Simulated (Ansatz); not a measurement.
**How far each method lies from UCCSDT(Q) for HSi–AsH⁺, quintet**

Geometry: that of the HSi–AsH, quartet, kept fixed. The triplet lies 3.1 eV lower here.

```json
{"atom": "Si", "x (Å)": "0.0000", "y (Å)": "-0.1255", "z (Å)": "1.7465"}
{"atom": "As", "x (Å)": "0.0000", "y (Å)": "0.0508", "z (Å)": "-0.6765"}
{"atom": "H", "x (Å)": "0.0000", "y (Å)": "1.1822", "z (Å)": "2.4746"}
{"atom": "H", "x (Å)": "0.0000", "y (Å)": "-1.4642", "z (Å)": "-0.8530"}
```

Basis cc-pVTZ; Ansatz 0.2.0. Only valence electrons are correlated (noble-gas cores and the filled d shells of p-block atoms frozen), which leaves 10 electrons in 86 orbitals. Prefix R: restricted or restricted open-shell reference; prefix U: unrestricted. Active spaces: valence = (10e, 10o) chosen from the atoms' valence shells. No spin–orbit coupling is included, and no scalar relativity.

Full CI isn't at hand for all of this; UCCSDT(Q) serves as the reference, and is uncertain by about the last step of the cluster series. The frozen core follows each run's orbitals, which can shift R against U totals by a few meV for light atoms and by up to 0.1 eV past Ca.

```
UHF ⟨S²⟩                          : 6.021
T1 diagnostic (RCCSD)             : 0.0390
largest doubles amplitude (RCCSD) : 0.035
T1 diagnostic (UCCSD)             : 0.0271
```

**Question.** From what is known of these methods and the diagnostics, rank them by the size of their error in total energy against UCCSDT(Q) in cc-pVTZ, smallest first (an estimate: the text doesn't fix the numbers).
A. UCCSD(T)
B. UCCSDT
C. UMP2
D. UCCSD
E. UHF

**Answer.** B (9 meV), A (54 meV), D (262 meV), C (1235 meV), E (5535 meV).

All errors are against UCCSDT(Q) in cc-pVTZ. Within each family the higher level lies nearer, as is usual though not guaranteed.

Natural occupations of CASSCF (valence space) about the gap: 1.982 1.972 1.959 1.007 1.002 0.999 0.997 0.036 0.028 0.019; effectively unpaired electrons, Σ n²(2−n)², 4.02.
